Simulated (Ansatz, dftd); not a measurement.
Reaction: C4H6 (but-2-yne, SMILES CC#CC) → C4H6 (buta-1,3-diene, SMILES C=CC=C)
Each species at its own B3LYP-D3(BJ)/def2-TZVP minimum (Ansatz, an electronic-structure program), one conformer.

Quantity: isomerisation energy (electronic), in kcal/mol. Radicals and triplets start from unrestricted determinants; spin-orbit coupling is neglected. Cores are frozen in correlated methods. Rows without X2C or -DK are non-relativistic. CBS(X,Y): correlation extrapolated as X^-3, Hartree-Fock from the larger set. A bracket is a step between two methods taken in the basis named. Functionals run without relativity, which enters their misses. Double hybrids freeze cores in their MP2 part. 'core' is core correlation in cc-pwCVTZ, 'X2C' scalar relativity in cc-pVTZ-DK, both at CCSD(T). The restricted determinant of C4H6 (C=CC=C, singlet) is unstable towards broken spin symmetry in at least one set run.

Compared with CCSD(T)/CBS(cc-pVTZ,cc-pVQZ) + [CCSDT(Q) - CCSD(T)]/cc-pVDZ + core + X2C (Ansatz): -8.5 kcal/mol.

Costs are rough ratios of core time, to one figure, on one kind of shared machine, summed over the single points of the molecules; atoms, geometries and frequencies are left out. The first row took roughly 10 core seconds; short runs hold start-up time.

| level | program | cost relative to the first row | difference (kcal/mol) |
|---|---|---|---|
| r2SCAN/def2-TZVPD | Ansatz | 1 | -0.9 |
| r2SCANh/def2-TZVPD | Ansatz | 1 | -0.5 |
| B2PLYP-D3(BJ)/def2-TZVPD | Ansatz + dftd3 | 2 | 0.4 |
| wB97M-V/def2-TZVPD | Ansatz | 2 | 0.7 |
| wB97X-V/def2-TZVPD | Ansatz | 2 | 1.1 |
| CCSD(T)/cc-pVTZ | Ansatz | 5 | -0.4 |

The dearest row costs roughly 5 times the first. Costs within a factor of two don't rank. The table holds for this case alone.
